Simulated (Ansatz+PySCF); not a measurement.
Values are calculated unless marked as measured or tabulated.
This PySCF input gave a total energy of -76.10737 hartree.

```python
from pyscf import gto, scf, mp

mol = gto.M(atom="""
O 0.000000 0.000000 -0.119660
H 0.000000 0.829590 0.538480
H 0.000000 -0.754170 0.478650
""", basis='6-31g', charge=0, spin=0)
mf = scf.UHF(mol)
mf.kernel()
pt = mp.MP2(mf, frozen=1).run()
print(mf.e_tot, pt.e_corr, pt.e_tot)
```

(1) Write an input for Ansatz with the same method and basis set.

Results:

(1)

```yaml
crystal:
  periodic: [false, false, false]
  atoms:
    - { symbol: O, position_ang: [0.0, 0.0, -0.11966] }
    - { symbol: H, position_ang: [0.0, 0.82959, 0.53848] }
    - { symbol: H, position_ang: [0.0, -0.75417, 0.47865] }
basis:
  gaussian: { orbitals: "6-31G" }
magnetization:
  spin_polarized: true
hamiltonian:
  xc: hf
correlation:
  method: mp2
  frozen_orbitals: { H: 0, O: 1 }
scf:
  omitted_lower_state_checks: [stability, starts, atomic_configurations, cluster_reference, orbital_swaps, given_window_search, neighbouring_geometries, increment]
```

Ansatz (development build ahead of 0.2.0) gave -76.10737 hartree, 0.05 meV from the first.
